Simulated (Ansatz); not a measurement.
A nudged elastic band was laid between two geometries of C$_{2}$H$_{5}$NS (9 atoms, charge 0, multiplicity 1).

These are results of RKS revPBE/6-31G* in Ansatz 0.2.0, not measurements.

```
movable images  : 9
climbing image  : yes
spring          : 0.1 eV/Å²
optimiser       : quadratic models (default)
start path      : IDPP
force threshold : 0.03 eV/Å
iteration limit : 34
end points      : relaxed
```

First end point:

```xyz
9
Properties=species:S:1:pos:R:3
C -0.134 1.229 -1.009
N -0.664 0.326 -0.270
C 0.196 -0.781 0.137
S 0.457 -0.793 1.972
H 0.923 1.222 -1.351
H -0.755 2.078 -1.334
H -0.289 -1.727 -0.159
H 1.220 -0.755 -0.293
H -0.865 -0.845 2.290
```

Last end point:

```xyz
9
Properties=species:S:1:pos:R:3
C -0.353 1.147 -0.938
N -0.825 0.077 -0.411
C 0.156 -0.891 0.072
S -0.032 -1.211 1.884
H 0.731 1.371 -1.046
H -1.055 1.905 -1.317
H -0.058 -1.869 -0.393
H 1.210 -0.617 -0.150
H 0.316 0.042 2.281
```

(1) Which bonds break or form, and what moves?

(2) What energy profile does the band end with?

(3) What is the geometry of the highest image?

The band took 7 iterations and of the order of 5 core-minutes.

## Answers

(1) No bond is made or broken. The dihedral N2–C3–S4–H9 goes from 56 to -66°.

(2) The forces met the threshold. The highest image is number 6 of 0 to 10, 0.089 eV above the first end and 0.075 eV above the last; the last end lies 0.014 eV above the first. Another band between the same ends (9 images) ends at a top of the same energy, where a vibrational analysis finds 1 clearly imaginary mode.

```
image  path coordinate (Å)  energy (eV)  dihedral N2–C3–S4–H9 (°)
    0                 0.00        0.000                        56
    1                 0.21        0.005                        48
    2                 0.41        0.018                        37
    3                 0.61        0.039                        26
    4                 0.80        0.064                        14
    5                 0.98        0.082                         2
    6                 1.16        0.089                        -9
    7                 1.41        0.074                       -26
    8                 1.65        0.046                       -41
    9                 1.88        0.022                       -54
   10                 2.11        0.014                       -66
```

(3) 
```xyz
9
Properties=species:S:1:pos:R:3
C -0.323 1.150 -0.913
N -0.721 0.108 -0.278
C 0.301 -0.868 0.076
S 0.328 -1.146 1.924
H 0.732 1.346 -1.199
H -1.066 1.907 -1.202
H 0.028 -1.835 -0.380
H 1.325 -0.589 -0.251
H -0.516 -0.120 2.205
```

The run took 6 min on 1 CPU thread of a shared host.
